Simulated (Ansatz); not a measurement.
fcc Sr was calculated with HSE06 (PAW; Ansatz, a quantum-chemistry and plane-wave program).

Run with plane-wave cutoff 520 eV, 10×10×10 k mesh, Fermi–Dirac smearing 0.098 eV (set by the program), scalar-relativistic PAW data made under PBE.

Computed at the level's own relaxed cell.

```
CELL_PARAMETERS angstrom
      0.00000     3.05925     3.05925
      3.05925     0.00000     3.05925
      3.05925     3.05925     0.00000
ATOMIC_POSITIONS crystal
  Sr 0.00000 0.00000 0.00000
```

**Question.** Give the elastic tensor (Voigt notation, GPa, ions relaxed, in the Cartesian axes of the cell as printed).

**Answer.** 
```
   15.7     9.6     9.6     0.0     0.0     0.0
    9.6    15.7     9.6     0.0     0.0     0.0
    9.6     9.6    15.7     0.0     0.0     0.0
    0.0     0.0     0.0    10.9     0.0     0.0
    0.0     0.0     0.0     0.0    10.9     0.0
    0.0     0.0     0.0     0.0     0.0    10.9
```

Measured, for comparison: elastic constant C11 15 GPa (temperature not stated, not corrected to a static lattice; as tabulated in Mehl and Papaconstantopoulos (1996), arXiv:mtrl-th/9602003). Computed (rounded) less measured: elastic constant C11 +5 %. A static lattice is as a rule a little smaller and stiffer than an uncorrected measurement, which can account for part of this.

Note: hybrids on metals are sensitive to the k mesh.

Computed values are for the static lattice.
